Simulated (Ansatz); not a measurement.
Ansatz (an electronic-structure program) input (r2SCAN/6-31G):

Ansatz 0.2 input:
```yaml
crystal:
  periodic: [false, false, false]
  atoms:
    - {symbol: F, position_ang: [-0.00000000, -0.00000000, -0.09245367]}
    - {symbol: H, position_ang: [0.00000000, 0.00000000, 0.83208299]}
basis:
  gaussian:
    orbitals: 6-31G
hamiltonian:
  xc: {name: r2SCAN}
magnetization: {spin_polarized: false}
```

Output:

```
Functional definition: r2SCAN
integrals: 0.00 GiB planned
107 factors; integrals over basis functions are off by at most 3.8e-4 eV
mean field: 0.05 GiB planned
mean field evaluation 1: about -2729.6079 eV, gradient 3.0e1 eV
mean field evaluation 2: about -2728.5160 eV, gradient 4.1e1 eV
mean field evaluation 4: about -2730.9268 eV, gradient 9.2e-2 eV
mean field evaluation 8: about -2730.9246 eV, gradient 1.3e-3 eV
mean field -2730.92457417 eV, -100.3596270137 hartree, gradient 1.2e-5 eV, S^2 0.000000; 0 other end points of the search recorded, 0 dependent functions left out
reference -2730.92457639 eV, -100.3596270953 hartree; 5, 5 occupied and 6, 6 virtual orbitals, 107 factors
Total energy: -2730.92457639 eV, -100.3596270953 hartree
```
